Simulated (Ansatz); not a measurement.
Relaxation of BF$_{2}$H (4 atoms, charge 0, multiplicity 1), to a largest force component of 0.02 eV/Å in at most 40 steps.

Theory: RKS revPBE-D4/def2-SVP (Ansatz).

```xyz
4
Properties=species:S:1:pos:R:3
B 0.000 0.000 0.000
H 0.000 0.000 1.190
F 1.143 0.000 -0.660
F -1.143 0.000 -0.660
```

Where does it end, and by what steps?

The forces met the threshold. After 3 steps the energy has fallen by 0.015 eV; H2 moved furthest, 0.03 Å.

```csv
step,energy less start (eV),largest force component (eV/Å),accepted
0,0.0000,0.602,yes
1,-0.0131,0.200,yes
2,-0.0154,0.043,yes
3,-0.0154,0.009,yes
```

```xyz
4
Properties=species:S:1:pos:R:3
B 0.000 0.000 0.006
H 0.000 0.000 1.219
F 1.140 0.000 -0.678
F -1.140 0.000 -0.678
```

The run took 2.5 s on 1 thread of Arm Neoverse V2, with other jobs on the host, peak memory 0.098 GiB.
